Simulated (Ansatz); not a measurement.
I need a rigid torsion scan of C2H3ClO, SMILES C=C(O)Cl. Use the Ansatz DFT code, driven from Python. Level of theory (for the species named): CAM-B3LYP, 6-31G* basis, multiplicity 1.

```yaml
atoms:
  - { symbol: C, position_ang: [-0.1447, 0.3333, 0.7723] }
  - { symbol: C, position_ang: [-0.2523, -0.1889, -0.4502] }
  - { symbol: O, position_ang: [0.8382, -0.6359, -1.1167] }
  - { symbol: Cl, position_ang: [-1.6963, -0.3558, -1.2465] }
  - { symbol: H, position_ang: [-1.0925, 0.7197, 1.2377] }
  - { symbol: H, position_ang: [0.7407, 0.5262, 1.2914] }
  - { symbol: H, position_ang: [1.6682, -0.4667, -0.5337] }
```

The script, `c2h3clo.py`:
```python
# -*- coding: utf-8 -*-
import ansatz as az
from ase import Atoms


def main():
    atoms = Atoms(["C", "C", "O", "Cl", "H", "H", "H"], positions=[
        [-0.1447, 0.3333, 0.7723],
        [-0.2523, -0.1889, -0.4502],
        [0.8382, -0.6359, -1.1167],
        [-1.6963, -0.3558, -1.2465],
        [-1.0925, 0.7197, 1.2377],
        [0.7407, 0.5262, 1.2914],
        [1.6682, -0.4667, -0.5337],
    ])

    first = (
        az.Crystal.molecule_from_ase(atoms).calculation()
        .basis(gaussian="6-31G*")
        .functional("cam_b3lyp")
        .relax(force_tolerance=0.02, max_steps=80)
    )
    atoms.positions = first.run(threads=1).report["positions_ang"]

    start = atoms.get_dihedral(2, 1, 0, 4)
    energies = {}
    for turn in range(0, 360, 40):
        turned = atoms.copy()
        turned.set_dihedral(2, 1, 0, 4, start + turn, indices=[0, 4, 5])
        model = (
            az.Crystal.molecule_from_ase(turned).calculation()
            .basis(gaussian="6-31G*")
            .functional("cam_b3lyp")
        )
        energies[round((start + turn) % 360)] = model.run(threads=1).report["free_energy_ev"]
    floor = min(energies.values())
    print("dihedral O2-C1-C0-H4 (deg)   E - E(min) (kcal/mol)")
    for angle, e in sorted(energies.items()):
        print(f"{angle:8d} {23.060548 * (e - floor):14.3f}  " + "#" * int(30 * (e - floor) / max(max(energies.values()) - floor, 1e-9)))


if __name__ == "__main__":
    main()
```

```console
$ python c2h3clo.py
dihedral O2-C1-C0-H4 (deg)   E - E(min) (kcal/mol)
      20          4.114  ##
      60         35.557  ##################
     100         59.178  #############################
     140         16.123  ########
     180          0.000
     220         16.185  ########
     260         59.252  ##############################
     300         35.473  #################
     340          4.079  ##
```

Notes:
- These settings explore the input space; basis and method may be short of convergence.
- The scan is rigid and the energies are electronic, in a modest basis. With rigid groups the curve can differ much from the relaxed path, the start wasn't checked as a minimum of this torsion, and equivalent turns needn't return to the same energy.
- The whole script took 70 s on 1 thread of Arm Neoverse N1, with other jobs on the host, peak memory 0.22 GiB.

(A comment or docstring line of the script was reworded after the run, the code is as it ran; lines on the test bed's own set-up are left out of the output.)
